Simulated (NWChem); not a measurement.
# One shape, several levels: CH4Mg (MgMeH)

Wanted: a comparison of 5 runs (B3LYP/6-31G*, B3LYP/pcseg-1, SVWN5/pcseg-1, PBE0/def2-SVP, CCSD/def2-TZVP) of CH4Mg (MgMeH). 

The calculation is run with NWChem 7.3.0.

### 1 The molecule

CH4Mg has 6 atoms, charge 0, and is taken as a singlet. SMILES: `[H][Mg][CH3]`. Geometry: a GFN2-xTB relaxation, a rough one for these elements and not checked as a minimum.

Bond lengths: Mg1–C2 2.104 Å, C2–H3 1.090 Å, C2–H4 1.091 Å, C2–H5 1.097 Å, Mg1–H6 1.684 Å. Angles: Mg1–C2–H3 118.0°, Mg1–C2–H4 114.7°, Mg1–C2–H5 103.1°, C2–Mg1–H6 143.9°, H3–C2–H4 106.8°, H3–C2–H5 106.8°, H4–C2–H5 106.6°.

### 2 Energy and forces at B3LYP/6-31G(d) (spherical functions) (run 1)

run.py reads:

```python
from ase import Atoms
from ase.calculators.nwchem import NWChem

molecule = Atoms(['Mg', 'C', 'H', 'H', 'H', 'H'], positions=[
    [0.207940, 0.337650, -1.335350],
    [0.048610, 0.079020, 0.746760],
    [-0.325250, 0.913980, 1.338460],
    [0.961290, -0.269150, 1.233350],
    [-0.686000, -0.730640, 0.841310],
    [-0.206590, -0.330850, -2.824540],
])

calc = NWChem(
    label='m1',
    theory='dft',
    memory='2200 mb',
    basis='6-31G*',
    basispar='spherical bse',
    dft={'xc': 'b3lyp', 'mult': '1', 'grid': 'xfine', 'convergence': 'energy 1e-08', 'iterations': '100', 'mulliken': None},
)
molecule.calc = calc

forces = molecule.get_forces()
print("Total energy (eV):", round(molecule.get_potential_energy(), 6))
print("forces (eV/A):")
for s, f in zip(molecule.symbols, forces):
    print(f"{s:2s} {f[0]:10.5f} {f[1]:10.5f} {f[2]:10.5f}")
print("dipole (e A):", molecule.get_dipole_moment().round(4))
```

Command:

```
export ASE_NWCHEM_COMMAND="nwchem PREFIX.nwi > PREFIX.nwo"
python run.py
```

Standard output:

```text
Total energy (eV): -6545.978788
forces (eV/A):
Mg   -0.21109   -0.33892    0.54615
C     0.10248    0.15823   -0.15679
H    -0.07646    0.21587    0.07585
H     0.20157   -0.05564    0.04546
H    -0.08603   -0.09014   -0.01126
H     0.06952    0.11066   -0.49941
dipole (e A): [0.2149 0.3468 0.0402]
```

The calculator wrote m1.nwi:

```
title "m1"

permanent_dir m1

scratch_dir m1

start m1

geometry units angstrom nocenter noautosym noautoz
  Mg 2.0794000000000001e-01 3.3765000000000001e-01 -1.3353500000000000e+00
  C  4.8610000000000000e-02 7.9020000000000007e-02 7.4675999999999998e-01
  H  -3.2524999999999998e-01 9.1398000000000001e-01 1.3384600000000000e+00
  H  9.6128999999999998e-01 -2.6915000000000000e-01 1.2333499999999999e+00
  H  -6.8600000000000005e-01 -7.3063999999999996e-01 8.4131000000000000e-01
  H  -2.0659000000000000e-01 -3.3084999999999998e-01 -2.8245399999999998e+00
end

memory 2200 mb

basis spherical bse noprint
   * library 6-31G*
end

dft
  xc b3lyp
  mult 1
  grid xfine
  convergence energy 1e-08
  iterations 100
  mulliken
end

task dft gradient
```

m1.nwo:

```text
Northwest Computational Chemistry Package (NWChem) 7.3.0
             --------------------------------------------------------

           Job information
           ---------------

    nwchem branch   = 7.3.0
    use scalapack   = T
    input           = m1.nwi
    prefix          = m1.
    data base       = m1/m1.db
    status          = startup
    nproc           =        1

           Memory information
           ------------------

[... 5 lines left out ...]
    hardfail = no
[... 101 lines left out ...]
  convergence criterion.
[... 42 lines left out ...]
          Spatial weights used:  Erf1
[... 32 lines left out ...]
 1-e energy   =    -410.572606
[... 46 lines left out ...]
           Coulomb energy =      155.428667663783
[... 355 lines left out ...]
          Convergence on density requested:  1.00D-05
[... 28 lines left out ...]
          total energy or number of iterations.
[... 37 lines left out ...]
                 ----------------------------------------
                 |  Time  |  1-e(secs)   |  2-e(secs)   |
                 ----------------------------------------
                 |  CPU   |       0.00   |       0.42   |
                 ----------------------------------------
                 |  WALL  |       0.00   |       0.42   |
                 ----------------------------------------

 Task  times  cpu:        4.9s     wall:        4.9s
 Total times  cpu:        4.9s     wall:        4.9s
```

Run time: 5.7 s. Hardware: 1 thread of AMD EPYC 9R45 (Zen 5), shared host; peak memory 0.13 GiB.

### 3 Energy and forces at B3LYP/pcseg-1 (run 2)

ch4mg.xyz reads:

```xyz
6

Mg     0.207940     0.337650    -1.335350
C      0.048610     0.079020     0.746760
H     -0.325250     0.913980     1.338460
H      0.961290    -0.269150     1.233350
H     -0.686000    -0.730640     0.841310
H     -0.206590    -0.330850    -2.824540
```

run.py reads:

```python
from ase.io import read
from ase.calculators.nwchem import NWChem

system = read('ch4mg.xyz')

calc = NWChem(
    label='ch4mg',
    theory='dft',
    memory='2200 mb',
    basis='pcseg-1',
    basispar='spherical bse',
    dft={'xc': 'b3lyp', 'mult': '1', 'grid': 'xfine', 'convergence': 'energy 1e-08', 'iterations': '100', 'mulliken': None},
)
system.calc = calc

forces = system.get_forces()
print(f"energy = {system.get_potential_energy():.6f} eV")
print("forces (eV/A):")
for s, f in zip(system.symbols, forces):
    print(f"{s:2s} {f[0]:10.5f} {f[1]:10.5f} {f[2]:10.5f}")
print("dipole (e A):", system.get_dipole_moment().round(4))
```

Command:

```
export ASE_NWCHEM_COMMAND="nwchem PREFIX.nwi > PREFIX.nwo"
python run.py
```

Standard output:

```text
energy = -6545.938750 eV
forces (eV/A):
Mg   -0.22086   -0.35420    0.27706
C     0.10331    0.15848   -0.17412
H    -0.11693    0.30766    0.15761
H     0.29845   -0.09328    0.12244
H    -0.16136   -0.17499    0.04561
H     0.09739    0.15632   -0.42860
dipole (e A): [ 0.2318  0.3736 -0.0488]
```

The calculator wrote ch4mg.nwi:

```
title "ch4mg"

permanent_dir ch4mg

scratch_dir ch4mg

start ch4mg

geometry units angstrom nocenter noautosym noautoz
  Mg 2.0794000000000001e-01 3.3765000000000001e-01 -1.3353500000000000e+00
  C  4.8610000000000000e-02 7.9020000000000007e-02 7.4675999999999998e-01
  H  -3.2524999999999998e-01 9.1398000000000001e-01 1.3384600000000000e+00
  H  9.6128999999999998e-01 -2.6915000000000000e-01 1.2333499999999999e+00
  H  -6.8600000000000005e-01 -7.3063999999999996e-01 8.4131000000000000e-01
  H  -2.0659000000000000e-01 -3.3084999999999998e-01 -2.8245399999999998e+00
end

memory 2200 mb

basis spherical bse noprint
   * library pcseg-1
end

dft
  xc b3lyp
  mult 1
  grid xfine
  convergence energy 1e-08
  iterations 100
  mulliken
end

task dft gradient
```

ch4mg.nwo:

```text
Northwest Computational Chemistry Package (NWChem) 7.3.0
             --------------------------------------------------------

           Job information
           ---------------

    nwchem branch   = 7.3.0
    use scalapack   = T
    input           = ch4mg.nwi
    prefix          = ch4mg.
    data base       = ch4mg/ch4mg.db
    status          = startup
    nproc           =        1

           Memory information
           ------------------

[... 5 lines left out ...]
    hardfail = no
[... 101 lines left out ...]
  convergence criterion.
[... 42 lines left out ...]
          Spatial weights used:  Erf1
[... 32 lines left out ...]
 1-e energy   =    -410.249929
[... 38 lines left out ...]
           Coulomb energy =      155.210955454905
[... 382 lines left out ...]
          Convergence on density requested:  1.00D-05
[... 28 lines left out ...]
          total energy or number of iterations.
[... 37 lines left out ...]
                 ----------------------------------------
                 |  Time  |  1-e(secs)   |  2-e(secs)   |
                 ----------------------------------------
                 |  CPU   |       0.00   |       0.23   |
                 ----------------------------------------
                 |  WALL  |       0.00   |       0.23   |
                 ----------------------------------------

 Task  times  cpu:        4.5s     wall:        4.5s
 Total times  cpu:        4.5s     wall:        4.5s
```

Run time: 5.4 s. Hardware: 1 thread of AMD EPYC 9R45 (Zen 5), shared host; peak memory 0.13 GiB.

Run 3 isn't shown in full; the table further down has it.

### 4 Energy and gradient at PBE0/def2-SVP (run 4)

test.nw reads:

```
start test
memory stack 880 mb heap 220 mb global 1100 mb
geometry units angstrom noautosym nocenter noautoz
  Mg       0.207940       0.337650      -1.335350
  C        0.048610       0.079020       0.746760
  H       -0.325250       0.913980       1.338460
  H        0.961290      -0.269150       1.233350
  H       -0.686000      -0.730640       0.841310
  H       -0.206590      -0.330850      -2.824540
end
basis spherical bse
  * library def2-SVP
end
dft
  xc pbe0
  grid xfine
  convergence energy 1e-08
  maxiter 100
  mulliken
end
task dft gradient
```

Command:

```
nwchem test.nw > test.out
```

Standard output:

```text
[...]
          Wavefunction type:  closed shell.
          No. of atoms     :     6
          No. of electrons :    22
[...]
          Charge           :     0
          Spin multiplicity:     1
[...]
          AO basis - number of functions:    52
[...]
              XC Information
              --------------
                         PBE0 Method XC Functional
                     Hartree-Fock (Exact) Exchange  0.250
          PerdewBurkeErnzerhof Exchange Functional  0.750
            Perdew 1991 LDA Correlation Functional  1.000 local
           PerdewBurkeErnz. Correlation Functional  1.000 non-local
[...]
 d= 0,ls=0.0,diis     1   -240.2635218365 -2.80D+02  1.28D-02  1.52D-01     0.7
[...]
 d= 0,ls=0.0,diis     7   -240.2883224416 -3.71D-09  6.58D-07  3.93D-10     3.8
         Total DFT energy =     -240.288322441575
      One electron energy =     -412.044785399188
           Coulomb energy =      155.144437110166
    Exchange-Corr. energy =      -23.207935645707
 Nuclear repulsion energy =       39.819961493154
[...]
  wavefunction    = closed shell
                         DFT ENERGY GRADIENTS
    atom               coordinates                        gradient
                 x          y          z           x          y          z
   1 Mg      0.392950   0.638066  -2.523446    0.004923   0.007907  -0.008737
   2 C       0.091860   0.149326   1.411172   -0.002532  -0.004042   0.007517
   3 H      -0.614633   1.727172   2.529323    0.002905  -0.007407  -0.003922
   4 H       1.816575  -0.508620   2.330694   -0.007322   0.002382  -0.002897
   5 H      -1.296352  -1.380709   1.589845    0.004053   0.004401  -0.000321
   6 H      -0.390398  -0.625216  -5.337607   -0.002028  -0.003242   0.008360
[...]
```

It took 5.4 s on 1 thread of AMD EPYC 9R45 (Zen 5), shared host; peak memory 0.13 GiB.

### 5 The energy at CCSD/def2-TZVP (run 5)

run.py reads:

```python
from ase import Atoms
from ase.calculators.nwchem import NWChem

mol = Atoms('MgCHHHH', positions=[
    [0.207940, 0.337650, -1.335350],
    [0.048610, 0.079020, 0.746760],
    [-0.325250, 0.913980, 1.338460],
    [0.961290, -0.269150, 1.233350],
    [-0.686000, -0.730640, 0.841310],
    [-0.206590, -0.330850, -2.824540],
])

calc = NWChem(
    label='run',
    theory='ccsd',
    memory='2200 mb',
    basis='def2-TZVP',
    basispar='spherical bse',
    scf={'nopen': '0', 'rhf': None, 'thresh': '1e-08', 'maxiter': '80'},
    ccsd={'freeze': 'core 2', 'maxiter': '60'},
    task='energy',
)
mol.calc = calc

print("Total energy (eV):", round(mol.get_potential_energy(), 6))
```

Command:

```
export ASE_NWCHEM_COMMAND="nwchem PREFIX.nwi > PREFIX.nwo"
python run.py
```

Standard output:

```text
Total energy (eV): -6535.991122
```

The calculator wrote run.nwi:

```
title "run"

permanent_dir run

scratch_dir run

start run

geometry units angstrom nocenter noautosym noautoz
  Mg 2.0794000000000001e-01 3.3765000000000001e-01 -1.3353500000000000e+00
  C  4.8610000000000000e-02 7.9020000000000007e-02 7.4675999999999998e-01
  H  -3.2524999999999998e-01 9.1398000000000001e-01 1.3384600000000000e+00
  H  9.6128999999999998e-01 -2.6915000000000000e-01 1.2333499999999999e+00
  H  -6.8600000000000005e-01 -7.3063999999999996e-01 8.4131000000000000e-01
  H  -2.0659000000000000e-01 -3.3084999999999998e-01 -2.8245399999999998e+00
end

memory 2200 mb

basis spherical bse noprint
   * library def2-TZVP
end

scf
  nopen 0
  rhf
  thresh 1e-08
  maxiter 80
end
ccsd
  freeze core 2
  maxiter 60
end

task ccsd energy
```

run.nwo:

```text
Northwest Computational Chemistry Package (NWChem) 7.3.0
             --------------------------------------------------------

           Job information
           ---------------

    nwchem branch   = 7.3.0
    use scalapack   = T
    input           = run.nwi
    prefix          = run.
    data base       = run/run.db
    status          = startup
    nproc           =        1

           Memory information
           ------------------

[... 5 lines left out ...]
    hardfail = no
[... 130 lines left out ...]
         Quadratically convergent ROHF
[... 18 lines left out ...]
      One-electron energy =   -412.345157609458
[... 301 lines left out ...]
 Reference energy:           -239.778608010437125
[... 23 lines left out ...]
  Failed reading restart vector from run/run.t2
[... 3 lines left out ...]
             energy      energy      error      ampl     ampl      Block
[... 6 lines left out ...]
                  *************converged*************
[... 16 lines left out ...]
 Total SCS-CCSD energy:                -240.293370563266564
[... 1 line left out ...]
 routine      calls  cpu(0)   cpu-min  cpu-ave  cpu-max   i/o
 aoccsd          1     0.01     0.01     0.01     0.01    0.00
 iterdrv         1     0.01     0.01     0.01     0.01    0.00
 pampt          13     0.05     0.05     0.05     0.05    0.00
[... 9 lines of this table left out ...]
 Total                38.73    38.73    38.73    38.73    0.00

 Task  times  cpu:       46.2s     wall:       46.2s
 Total times  cpu:       46.2s     wall:       46.2s
```

Run time: 47 s. Hardware: 1 thread of AMD EPYC 9R45 (Zen 5), shared host; peak memory 0.18 GiB.

### 6 The series

| run | level | task | integration grid | energy (Eh) | dipole moment (D) | HOMO energy (eV) | LUMO energy (eV) | wall time |
| --- | --- | --- | --- | --- | --- | --- | --- | --- |
| 1 | B3LYP/6-31G* (spherical functions) | gradient | xfine | -240.560285 | 1.97 | -6.30 | -1.30 | 5.7 s |
| 2 | B3LYP/pcseg-1 | gradient | xfine | -240.558814 | 2.12 | -6.48 | -1.12 | 5.4 s |
| 3 | SVWN5/pcseg-1 | gradient | xfine | -239.180798 | 1.91 | -5.62 | -1.64 | 2.9 s |
| 4 | PBE0/def2-SVP | gradient | xfine | -240.288322 | 2.07 | -6.67 | -1.11 | 5.4 s |
| 5 | CCSD/def2-TZVP | energy | – | -240.193245 | – | -9.43 | 0.84 | 47 s |

### 7 What came out

```
                                          quantity          value
                               run 5: total energy  -240.19325 Eh
        run 5: HOMO energy (Hartree–Fock orbitals)       -9.43 eV
        run 5: LUMO energy (Hartree–Fock orbitals)        0.84 eV
      run 5: HOMO–LUMO gap (Hartree–Fock orbitals)       10.26 eV
run 5: correlation energy (2 core orbitals frozen)     -414.6 mEh
```

In words: Over runs 1, 2, 3, 4 the dipole moment (its size) runs from 1.91 D (SVWN5/pcseg-1) to 2.12 D (B3LYP/pcseg-1). Over runs 1, 2, 3, 4 the HOMO–LUMO gap runs from 3.97 eV (SVWN5/pcseg-1) to 5.56 eV (PBE0/def2-SVP). The two ends differ in method and basis. Totals of different functionals can't be ranked against each other. All runs together took 67 s, the longest 47 s.
